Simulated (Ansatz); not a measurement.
A nudged elastic band was laid between two geometries of AlCl2H + H (5 atoms, charge 0, multiplicity 2).

Computed with Ansatz 0.2.0, UKS B3LYP/cc-pVDZ.

```yaml
movable_images: 7
climbing_image: yes
spring: 5.0 eV/Å²
optimiser: quadratic models (default)
start_path: through a guess of the saddle point
force_threshold: 0.03 eV/Å
iteration_limit: 60
end_points: relaxed
```

Initial state:

```xyz
5
Properties=species:S:1:pos:R:3
Al 0.000 0.000 -0.290
H 0.000 0.000 1.276
Cl 1.821 0.000 -1.382
Cl -1.821 0.000 -1.382
H 0.000 0.000 4.127
```

Final state:

```xyz
5
Properties=species:S:1:pos:R:3
Al 0.000 0.000 -0.807
H 0.000 0.000 3.096
Cl 1.852 0.000 -1.898
Cl -1.852 0.000 -1.898
H 0.000 0.000 3.858
```

Problem. What changes between the two ends?

Solution. Bonds broken: Al1–H2. Bonds formed: H2–H5. AlCl2H + H becomes AlCl2 + H2.

Problem. Give the energies along the band, and the barrier.

Solution. The forces met the threshold. The highest image is number 2 of 0 to 8, 0.018 eV above the first end and 1.061 eV above the last; the last end lies 1.043 eV below the first. A vibrational analysis at the climbing image gives one clearly imaginary mode, 230i cm⁻¹: a first-order saddle point.

| image | path coordinate (Å) | energy (eV) | Al1–H2 (Å) | H2–H5 (Å) |
| --- | --- | --- | --- | --- |
| 0 | 0.00 | 0.000 | 1.57 | 2.85 |
| 1 | 0.47 | 0.004 | 1.57 | 2.33 |
| 2 | 0.93 | 0.018 | 1.58 | 1.80 |
| 3 | 1.37 | -0.118 | 1.79 | 1.19 |
| 4 | 1.80 | -0.893 | 2.33 | 0.78 |
| 5 | 2.24 | -0.991 | 2.73 | 0.77 |
| 6 | 2.67 | -1.028 | 3.11 | 0.76 |
| 7 | 3.11 | -1.040 | 3.51 | 0.76 |
| 8 | 3.55 | -1.043 | 3.90 | 0.76 |

Problem. What is the geometry of the highest image?

Solution. 
```xyz
5
Properties=species:S:1:pos:R:3
Al 0.000 0.000 -0.087
H 0.000 0.000 1.497
Cl 1.823 0.000 -1.177
Cl -1.823 0.000 -1.177
H 0.000 0.000 3.294
```

Problem. What are the harmonic wavenumbers there?

Solution. 230i, 59, 77, 156, 457, 481, 565, 657, 1786 cm⁻¹.

Run time: 3 min on 1 thread of Arm Neoverse V1, on a shared host, peak memory 0.18 GiB.
